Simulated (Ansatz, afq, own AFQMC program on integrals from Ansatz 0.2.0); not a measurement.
Where AFQMC and coupled cluster stand for ZrSiNH$_{5}$I$_{2}$O, singlet

```xyz
11

N     0.4104   -2.1316   -0.9807
Zr   -0.0465   -0.2110   -1.2731
I     1.8983    0.9300   -2.8291
I    -2.4824   -0.0645   -2.5185
O    -0.1012    0.5767    0.4614
Si   -0.1773    1.4024    1.9208
H     0.5142   -2.8222   -1.7239
H     0.5778   -2.5858   -0.0844
H    -1.5879    1.8090    2.1765
H     0.7002    2.6045    1.8471
H     0.2943    0.4925    3.0041
```

Basis def2-SVP with its core potentials. Noble-gas cores (and the filled d shells of Ga–Kr and In–Xe) are frozen. Ansatz 0.2.0 and our own AFQMC program on the same integrals; the CISD trial comes from CCSD amplitudes, and released means the phaseless constraint is let go. ± is one standard error of the sampling. No spin–orbit coupling. The metal's outer-core s and p shells are frozen, which shifts wave-function levels against functionals.

Determinant: RHF, the one that the program's search chose, which needn't be the lowest solution. The geometry is a PBE0/def2-SVP stationary point of this or a neighbouring charge and spin state.

No full CI on the walks' own integrals is used here. The released AFQMC energy serves as the reference, which it does only where one determinant dominates, the energy is flat over the last release times and near the phaseless one (40 meV or 2 meV an electron, half that with transition metals). On small molecules, where full CI could be run and the noise was under 10 meV, such values lay within 10 meV of it in 19 cases of 20, a flattering rate, since the rule was set on those same cases; what remains of the bias isn't in the error bar.

Cautions: no spin-orbit coupling; outer-core shells of the metal frozen; inner d shell frozen; the released value is read at 0.90 1/Eh with a noise of 25 meV, more than in the cases checked (meV from the phaseless value at times in 1/Eh: -11 ± 19 at 0.21, -12 ± 12 at 0.42, 14 ± 18 at 0.63, -27 ± 25 at 0.90); released reference can be 30 meV off for metals.

The T1 diagnostic is 0.0184, the weight of the determinant in the CISD state is 0.725 and the size of the correlated space is 38 electrons in 125 orbitals.

Reference: AFQMC with the constraint released, correlation energy -22.542 ± 0.025 eV.

| level | E − E(reference) (kJ/mol) | share of correlation (%) |
| --- | --- | --- |
| HF | 2174.9 ± 2.4 | 0.00 |
| MP2 | 192.9 ± 2.4 | 91.13 |
| CCSD | 81.7 ± 2.4 | 96.24 |
| CCSD(T) | 13.4 ± 2.4 | 99.39 |
| ph-AFQMC/CISD | 2.6 ± 2.7 | 99.88 |

Released energies are given only where the last usable release times agree within the noise; a slower fall can still hide under it.
